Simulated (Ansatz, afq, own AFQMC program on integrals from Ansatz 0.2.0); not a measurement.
**CHB, triplet, reference energies and how methods fare**

```xyz
3

B     0.0000    0.0000    0.0901
C     0.0000    0.0000   -1.3588
H     0.0000    0.0000    1.2688
```

Geometry: a PBE0/def2-TZVP stationary point, not shown to be a minimum. Basis cc-pVDZ. Only valence electrons are correlated. Integrals, coupled cluster, full CI and functionals: Ansatz 0.2.0; the random walks run on the same integrals in our own AFQMC program. ph-AFQMC/CISD is guided by a CISD state made of CCSD amplitudes; releasing the constraint for a short imaginary time cuts its bias at the price of noise, slowly where states lie close. Uncertainties: one standard error, sampling alone.

Best estimates are CCSD(T) at the basis-set limit (def2-TZVPP/QZVPP) plus the step from CCSD(T) to the highest rung at hand in cc-pVDZ, named in the table (released AFQMC can keep some 10 meV of bias). No zero-point, core-correlation or spin–orbit terms. Other levels are in cc-pVDZ, the functionals in def2-TZVP; a dash marks a level that is missing or breaks spin symmetry for a member.

Cautions: CHB (triplet): the released energies have errors that jump between times, so the bars are unsure, so no released level is given (meV from the phaseless value at times in 1/Eh: -8.0 ± 1.7 at 0.24, -13.1 ± 1.0 at 0.51, -20.1 ± 1.2 at 0.99, -17 ± 7 at 1.62, -27.0 ± 1.6 at 2.40), though the last usable value meets CCSDTQ within the noise, its ph-AFQMC/CISD value lies 28.7 ± 1.6 meV above CCSDTQ; CHB (quintet): another spin lies lower.

```json
{"process": "to charge +0, quintet (vertical)", "best estimate (kJ/mol)": "373", "highest rung": "CCSDTQ"}
{"process": "to free atoms", "best estimate (kJ/mol)": "838", "highest rung": "CCSDTQ"}
```

Errors against the best estimates in kJ/mol, the processes numbered in the order above:

```
        level   error, 1   error, 2
          MP2        -30        -56
      CCSD(T)        -17        -78
ph-AFQMC/CISD  -17 ± 0.2  -78 ± 0.2
  CCSD(T)/CBS         -2         -3
          PBE         -1         62
       r2SCAN        -37         41
         PBE0        -17         40
        B3LYP         15         29
      wB97M-V         20         35
       B2PLYP          8         11
```

Cost at the first geometry (cards were shared with other jobs): PBE0/cc-pVDZ, 0.51 s on 1 thread of AMD EPYC 7R13 Processor (Zen 3) (shared host); UCCSD(T)/cc-pVDZ, 4.7 s on 1 × NVIDIA H100 80GB HBM3 with 1 thread of AMD EPYC 7R13 Processor (Zen 3), with other jobs on the host; CCSD(T)/def2-QZVPP, 7 s on 1 × NVIDIA H100 80GB HBM3 with 1 thread of AMD EPYC 7R13 Processor (Zen 3), with other jobs on the host; CCSDT(Q), 8.5 s on 1 × NVIDIA H100 80GB HBM3 with 1 thread of AMD EPYC 7R13 Processor (Zen 3), with other jobs on the host; ph-AFQMC/CISD with release, 79 s on 1 × NVIDIA H100 80GB HBM3 with 2 threads of AMD EPYC 7R13 Processor (Zen 3), with other jobs on the host.

Best estimates are given only where the step beyond CCSD(T) is under 0.3 eV and no member's determinant is very poor (T1 over 0.05, or 0.07 for open shells, ⟨S²⟩ too high by 0.3, two states mixed), so the hardest cases are missing from such tables.

The functionals ran in a triple-zeta set and keep a basis error of their own, a few kJ/mol for each bond in atomization energies and more for double hybrids, so close places among them and the extrapolated levels can swap.

CCSDT and higher add their correlation energy to the determinant of the CCSD(T) run, since their own runs factorise the integrals more tightly (a shift of under 2 meV). Each member of a difference takes its own highest rung, so a best estimate needn't equal the limit plus the step of one row. A walk keeps the symmetry of its determinant, which the program's search chose and which needn't be the lowest solution, so a lower state of the same spin and another symmetry isn't excluded.
